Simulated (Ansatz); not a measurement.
Two isomers of C4H6ClF: A = `C/C(F)=C(/C)Cl`, B = `C=CCC(F)Cl`.

Program: Ansatz. Geometries: PBE0-D4/def2-TZVP. ΔE: electronic, gas phase. CCSD(T)/CBS adds triple-zeta CCSD(T) − MP2 to the extrapolated MP2 energy (def2 sets, frozen cores). DFT in def2-TZVPP. B3LYP here is the variant with VWN-RPA as its local correlation; programs differ in this. One conformer a species, not always the lowest.

(1) Which isomer does CCSD(T)/CBS put lower? Give the gap. (Best estimate.)

(2) Give E(B) − E(A) in kcal/mol with B3LYP-D4, HF/def2-TZVPP, ωB97M-V, B3LYP, r2SCAN-D4, B2PLYP, CCSD(T)/def2-TZVPP. (Estimate.)

Largest T1 diagnostic: 0.011.

Results:

(1) Computed: A, by 4.4 kcal/mol.

(2) The calculation gave: B3LYP-D4 5.9, HF/def2-TZVPP 2.3, ωB97M-V 5.3, B3LYP 5.9, r2SCAN-D4 7.0, B2PLYP 5.4, CCSD(T)/def2-TZVPP 4.3. None reverses the order clearly.

In def2-TZVPP, CCSD(T) changes the Hartree–Fock value by +2.0 kcal/mol (the triples alone add +0.4 kcal/mol) and MP2 by +2.9 kcal/mol.
